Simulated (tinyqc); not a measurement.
RHF in the sto-6g basis, for H2O, spin multiplicity 1, step by step. One step of it, computed by the program tinyqc.

Task: Iteration 2: diagonalisation and new density. Diagonalise F' = X^T F X, C = X C', fill 5 alpha and 5 beta electrons from the bottom; D = 2 C_occ C_occ^T; the new density keeps 0.5 of the old one (damping). Each column has its largest component positive (the first on a tie).

Fock matrix F (hartree):
```
,1O 1s,1O 2s,1O 2px,1O 2py,1O 2pz,2H 1s,3H 1s
1O 1s,-20.726814,-5.112969,0.015604,-0.030003,-0.097277,-1.280125,-1.263447
1O 2s,-5.112969,-2.212441,-0.001317,0.002834,-0.118878,-0.932595,-0.924998
1O 2px,0.015604,-0.001317,-0.473066,0.003971,-0.038927,-0.020687,-0.011647
1O 2py,-0.030003,0.002834,0.003971,-0.570381,-0.025647,-0.372969,0.326530
1O 2pz,-0.097277,-0.118878,-0.038927,-0.025647,-0.317764,-0.203368,-0.234513
2H 1s,-1.280125,-0.932595,-0.020687,-0.372969,-0.203368,-0.519126,-0.338369
3H 1s,-1.263447,-0.924998,-0.011647,0.326530,-0.234513,-0.338369,-0.453454
```

X:
```
,1O 1s,1O 2s,1O 2px,1O 2py,1O 2pz,2H 1s,3H 1s
1O 1s,1.022852,-0.138898,0.000000,0.000000,-0.009609,0.020036,0.020036
1O 2s,-0.138898,1.250544,0.000000,0.000000,0.114872,-0.299515,-0.299515
1O 2px,0.000000,0.000000,1.000000,0.000000,0.000000,0.000000,0.000000
1O 2py,0.000000,0.000000,0.000000,1.113234,0.000000,-0.231767,0.231767
1O 2pz,-0.009609,0.114872,0.000000,0.000000,1.057454,-0.150262,-0.150262
2H 1s,0.020036,-0.299515,0.000000,-0.231767,-0.150262,1.214211,-0.092135
3H 1s,0.020036,-0.299515,0.000000,0.231767,-0.150262,-0.092135,1.214211
```

D after iteration 1:
```
,1O 1s,1O 2s,1O 2px,1O 2py,1O 2pz,2H 1s,3H 1s
1O 1s,1.868120,-0.035649,-0.028703,0.076827,0.152262,0.034386,-0.010545
1O 2s,-0.035649,1.241148,-0.032335,-0.336851,0.363791,-0.247684,-0.398267
1O 2px,-0.028703,-0.032335,1.979494,-0.035005,0.100959,0.095457,0.005471
1O 2py,0.076827,-0.336851,-0.035005,2.117221,0.138536,-0.285785,0.553246
1O 2pz,0.152262,0.363791,0.100959,0.138536,1.622757,-0.786292,-0.340201
2H 1s,0.034386,-0.247684,0.095457,-0.285785,-0.786292,1.399988,-0.279203
3H 1s,-0.010545,-0.398267,0.005471,0.553246,-0.340201,-0.279203,1.615869
```

overlap S:
```
,1O 1s,1O 2s,1O 2px,1O 2py,1O 2pz,2H 1s,3H 1s
1O 1s,1.000000,0.231145,0.000000,0.000000,0.000000,0.055827,0.055827
1O 2s,0.231145,1.000000,0.000000,0.000000,0.000000,0.478834,0.478834
1O 2px,0.000000,0.000000,1.000000,0.000000,0.000000,0.000000,0.000000
1O 2py,0.000000,0.000000,0.000000,1.000000,0.000000,0.309144,-0.309144
1O 2pz,0.000000,0.000000,0.000000,0.000000,1.000000,0.243931,0.243931
2H 1s,0.055827,0.478834,0.000000,0.309144,0.243931,1.000000,0.257583
3H 1s,0.055827,0.478834,0.000000,-0.309144,0.243931,0.257583,1.000000
```

Give: F' = X^T F X; orbital energies; coefficients C; D after iteration 2.

Result:

F' = X^T F X (hartree):
```
,1,2,3,4,5,6,7
1,-20.3676,-2.6475,0.0159,-0.0313,-0.1095,-0.2483,-0.2400
2,-2.6475,-1.0568,0.0014,0.0171,0.0391,-0.4459,-0.4582
3,0.0159,0.0014,-0.4731,0.0065,-0.0366,-0.0184,-0.0048
4,-0.0313,0.0171,0.0065,-0.3618,-0.0315,-0.3714,0.3371
5,-0.1095,0.0391,-0.0366,-0.0315,-0.2434,-0.1389,-0.2030
6,-0.2483,-0.4459,-0.0184,-0.3714,-0.1389,-0.0267,-0.0959
7,-0.2400,-0.4582,-0.0048,0.3371,-0.2030,-0.0959,0.0548
```

orbital energies (hartree): MO1 -20.7335, MO2 -1.0606, MO3 -0.6825, MO4 -0.4819, MO5 -0.3174, MO6 0.3540, MO7 0.4473

coefficients C:
```
,MO1,MO2,MO3,MO4,MO5,MO6,MO7
1O 1s,0.9953,-0.2292,0.0095,0.0201,0.0579,0.1286,0.0532
1O 2s,0.0217,0.8493,-0.0650,-0.0970,-0.3192,-0.8899,-0.3827
1O 2px,-0.0008,0.0224,0.0078,0.9720,-0.2332,-0.0073,0.0136
1O 2py,0.0015,0.0006,0.7633,-0.0157,0.0180,-0.3951,0.7793
1O 2pz,0.0070,0.0907,0.0223,0.2074,0.8728,-0.5213,-0.3021
2H 1s,-0.0047,0.1582,0.3389,0.0238,0.0624,1.1288,-0.4803
3H 1s,-0.0045,0.1427,-0.2565,0.0354,0.2085,0.3953,1.1670
```

D after iteration 2:
```
,1O 1s,1O 2s,1O 2px,1O 2py,1O 2pz,2H 1s,3H 1s
1O 1s,1.9811,-0.2119,-0.0141,0.0478,0.1173,-0.0164,-0.0321
1O 2s,-0.2119,1.4580,-0.0175,-0.2218,-0.0411,-0.0338,-0.1314
1O 2px,-0.0141,-0.0175,1.9895,-0.0310,0.0508,0.0625,-0.0103
1O 2py,0.0478,-0.2218,-0.0310,1.6419,0.0987,0.1166,0.0841
1O 2pz,0.1173,-0.0411,0.0508,0.0987,1.6250,-0.3119,0.0265
2H 1s,-0.0164,-0.0338,0.0625,0.1166,-0.3119,0.8443,-0.1901
3H 1s,-0.0321,-0.1314,-0.0103,0.0841,0.0265,-0.1901,0.9389
```
